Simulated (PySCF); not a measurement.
# How the functional moves excitation energies

Species: 1,2-butadiene, C4H6.
SMILES with atom numbers: `[CH2:1]=[C:2]=[CH:3][CH3:4]` (hydrogens: H5, H6 on C1; H7 on C3; H8, H9, H10 on C4)

Linear-response calculations in the def2-SVPD basis (PySCF; singlets by full response, triplets Tamm–Dancoff, core orbitals frozen in the response; HF means time-dependent Hartree–Fock). 'Strongest' is the level of largest summed f among the singlets computed (10 roots, of which the last may lack a degenerate partner); it can jump between rows when another state enters that window. S1 is the lowest singlet of each run and needn't be the same state throughout; f(S1) is that of one state. Geometry: PBE0-D3(BJ)/def2-SVP; no solvent, vibrations or thermal averaging.

```tsv
functional	kind	S1 (eV)	f(S1)	strongest (eV)	T1 (eV)	HOMO (eV)	gap (eV)	ionisation energy, ΔSCF (eV)
LDA	LDA	5.39	0.000	7.50	4.80	-6.18	5.27	9.50
PBE	GGA	5.43	0.000	8.02	4.56	-6.06	5.34	9.31
B3LYP	global hybrid, 20% exact exchange	5.57	0.000	7.64	4.55	-7.01	6.99	9.41
PBE0	global hybrid, 25% exact exchange	5.66	0.000	7.81	4.47	-7.22	7.46	9.37
BHandHLYP	global hybrid, 50% exact exchange	5.78	0.000	7.84	4.41	-8.25	9.32	9.27
CAM-B3LYP	range-separated hybrid	5.72	0.000	7.82	4.52	-8.55	9.73	9.45
wB97X-D	range-separated hybrid	5.77	0.000	7.89	4.62	-9.07	11.09	9.40
HF	Hartree–Fock	6.10	0.000	7.90	3.89	-9.80	12.46	not settled
```

Question: What does LC-wPBE (range-separated hybrid) give?

Answer: S1 (eV) 5.93, f(S1) 0.000, strongest (eV) 8.06, T1 (eV) 4.39, HOMO (eV) -9.92, gap (eV) 12.24, ionisation energy, ΔSCF (eV) 9.50. S1 runs from 5.39 eV (LDA) to 6.10 eV (HF), a spread of 0.71 eV, while the orbital gap spreads over 7.2 eV. Along PBE (0%), B3LYP (20%), PBE0 (25%), BHandHLYP (50%), HF (100%) S1 rises with the share of exact exchange. −ε(HOMO) comes closest to its own ΔSCF ionisation energy with wB97X-D (-0.33 eV) and misses most with LDA (-3.31 eV). 'Not settled' means that the ion's SCF failed to converge or may have ended in another state than the lowest.
